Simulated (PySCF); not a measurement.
Which level of theory gave which numbers?

Compound: P3H5.
Atom-mapped SMILES: `[PH2:1][PH:2][PH2:3]` (hydrogens: H4, H5 on P1; H6 on P2; H7, H8 on P3)

The closed-shell ground state was solved 5 times with PySCF (density fitting, gas phase), always in the pcSseg-2 basis (199 functions), with these functionals: B97-2, BHandHLYP, CAM-B3LYP, LC-wPBE and wB97X-D. One conformer (not necessarily the lowest) at the PBE0-D3(BJ)/def2-SVP geometry, without solvent, vibrations or thermal averaging.

```
row  total energy (Eh)  HOMO (eV)  LUMO (eV)  dipole (D)
  P         -1027.0985      -8.42       1.11        0.72
  Q         -1027.1247      -7.84       0.42        0.67
  R         -1026.7950      -9.12       1.52        0.76
  S         -1027.0918      -7.54       0.29        0.64
  T         -1027.1698      -6.44      -0.59        0.69
```

Q: Which functional belongs to which row?

A: P = wB97X-D, Q = CAM-B3LYP, R = LC-wPBE, S = BHandHLYP, T = B97-2. By rising HOMO–LUMO gap: B97-2 (global hybrid, 21 % exact exchange) 5.85 eV; BHandHLYP (global hybrid, 50 % exact exchange) 7.83 eV; CAM-B3LYP (range-separated hybrid) 8.26 eV; wB97X-D (range-separated hybrid) 9.53 eV; LC-wPBE (range-separated hybrid) 10.64 eV. Total energies of different functionals aren't bounds to one another; each is stationary for its own functional.

The values belong to the conformer `[PH2:1][PH:2][PH2:3]`: H–P1–P2–P3 88°, H–P1–P2–P3 180°, H–P3–P2–P1 -88°, H–P3–P2–P1 180°.

wB97X-D is run here without its empirical dispersion term; that term would change no orbital, density or response property at a fixed geometry.
